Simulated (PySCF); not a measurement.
**CH₄O₂, a complex of two parts: interaction energy**

The task here is to estimate one member of a computed series from the others.

Programs: PySCF 2.14.0. All values are calculated, for the isolated system unless a continuum is named. Atoms count from 0, parts from 1.

## Starting point

7 atoms, charge 0, multiplicity 1; geometry: GFN2-xTB. Parts: 1 = atoms 0–2, `O`, charge 0; 2 = atoms 3–6, `C=O`, charge 0.

The first run:

What the job is given:

```
{"job": {"xc": "PBE0", "basis": "def2-TZVPD", "d3": "d3bj", "grid": 3, "kind": "geom", "shake": 0.01}, "charge": 0, "multiplicity": 1, "parts": [{"atoms": "0-2", "charge": 0, "multiplicity": 1}, {"atoms": "3-6", "charge": 0, "multiplicity": 1}]}
O     -0.027956     0.222253     0.257096
H     -0.586248    -0.100032    -0.468412
H      0.684807    -0.351347     0.336432
C      2.800989    -0.594886     1.945686
O      2.351877    -1.228213     1.006155
H      3.642397    -0.912564     2.527724
H      2.306257     0.335822     2.288140
```

Run with:

```sh
$ OMP_NUM_THREADS=1 python cluster_run.py task.json out
```

This one command runs all jobs of the session in turn.

Among the steps run: Relaxing the molecule at PBE0-D3(BJ)/def2-TZVPD; Coupled-cluster interaction energy: CCSD(T) and MP2, 1.95 Å; Coupled-cluster interaction energy: CCSD(T) and MP2, 2.05 Å; Coupled-cluster interaction energy: CCSD(T) and MP2, 2.15 Å; Coupled-cluster interaction energy: CCSD(T) and MP2, 1.85 Å; Coupled-cluster interaction energy: CCSD(T) and MP2, 2.44 Å; Coupled-cluster interaction energy: CCSD(T) and MP2, 1.76 Å; Coupled-cluster interaction energy: CCSD(T) and MP2, 2.93 Å; Coupled-cluster interaction energy: CCSD(T) and MP2, 3.90 Å.

One table of the session follows, with a row left open; its other results are not shown here.

It belongs to the step «Coupled-cluster interaction energy: CCSD(T) and MP2, 3.90 Å». 

```
                 method  interaction energy (kcal/mol)
         HF/aug-cc-pVDZ                          -1.02
        MP2/aug-cc-pVDZ                          -0.92
       CCSD/aug-cc-pVDZ                          -0.92
    CCSD(T)/aug-cc-pVDZ                          -0.92
         HF/aug-cc-pVQZ                          -1.01
        MP2/aug-cc-pVQZ                              ?
    SCS-MP2/aug-cc-pVQZ                          -0.91
      MP2, extrapolated                          -0.94
CCSD(T), limit estimate                          -0.94
```

**Question.** Estimate the row for MP2/aug-cc-pVQZ.

The run gave: interaction energy (kcal/mol): -0.93. In the column «interaction energy (kcal/mol)» it lies between CCSD(T), limit estimate (-0.94) and MP2/aug-cc-pVDZ (-0.92).
